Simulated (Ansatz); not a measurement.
# SnH$_{3}$, doublet along the distance Sn1-H4

Starting geometry (PBE0/def2-TZVP stationary point for this spin, not checked as a minimum):

```yaml
atoms:
  - { symbol: Sn, position_ang: [0.0000, 0.0000, -0.0140] }
  - { symbol: H, position_ang: [1.6170, 0.0135, 0.5568] }
  - { symbol: H, position_ang: [-0.8231, 1.3949, 0.5493] }
  - { symbol: H, position_ang: [-0.7994, -1.4090, 0.5484] }
```

From there H4 moves along the line of the two atoms named below, all else staying in place; atoms are numbered as listed. Energies are in kJ/mol, counted from the starting geometry at the same level. Kohn–Sham curves are unrestricted where that lies lower.

Basis def2-SVP with its core potentials; Ansatz 0.2.0. Correlated methods freeze the noble-gas cores and the filled d shells of p-block atoms. R marks a restricted (for open shells ROHF) determinant. Active spaces: valence = (7e, 7o) chosen from the atoms' valence shells. No spin–orbit coupling is included; scalar relativity enters through the core potentials alone.

Unrestricted Kohn–Sham rows aren't spin-pure: their determinants' ⟨S²⟩ exceeds S(S+1) by up to 0.15, so they mix in states of higher spin. Runs in a small pair space aren't shown, since their orbitals change along the scan.

Full CI is exact within this basis and frozen core; it isn't the basis-set limit.

| distance Sn1-H4 (Å) | full CI | curve A | curve B | curve C | curve D |
| --- | --- | --- | --- | --- | --- |
| 1.393 | 117.8 | 107.0 | 120.2 | 119.2 | 113.8 |
| 1.580 | 17.4 | 14.1 | 18.5 | 18.1 | 15.2 |
| 1.715 | 0.0 | 0.0 | 0.0 | 0.0 | 0.0 |
| 1.907 | 15.5 | 19.0 | 14.0 | 14.3 | 20.3 |
| 2.120 | 57.8 | 65.1 | 55.2 | 55.0 | 70.5 |
| 2.382 | 117.5 | 131.3 | 114.8 | 113.2 | 145.1 |
| 2.757 | 187.1 | 204.7 | 188.3 | 182.5 | 249.0 |
| 3.205 | 224.9 | 236.6 | 227.0 | 222.5 | 210.4 |
| 3.824 | 230.4 | 243.3 | 226.3 | 225.3 | 207.1 |
| 4.686 | 230.2 | 243.2 | 224.8 | 224.9 | 206.1 |
| 5.917 | 230.2 | 243.5 | 224.6 | 224.8 | 206.0 |

**Question.** The curves come from NEVPT2 (valence space), RHF, RPA-PBE, wB97M-V. Compare each with full CI and say which is which.

**Answer.** A: wB97M-V, B: RPA-PBE, C: NEVPT2 (valence space), D: RHF. Spread of the error against full CI, over the points where both stand: A 28.4, B 8.0, C 6.8, D 86.1 kJ/mol. 

In so small a basis the reference is far from its limit while semilocal and hybrid functionals are nearer theirs (RPA and double hybrids share much of the reference's basis error), so the functionals' errors here hold much of the reference's basis and frozen-core error, which can add to them or hide them.
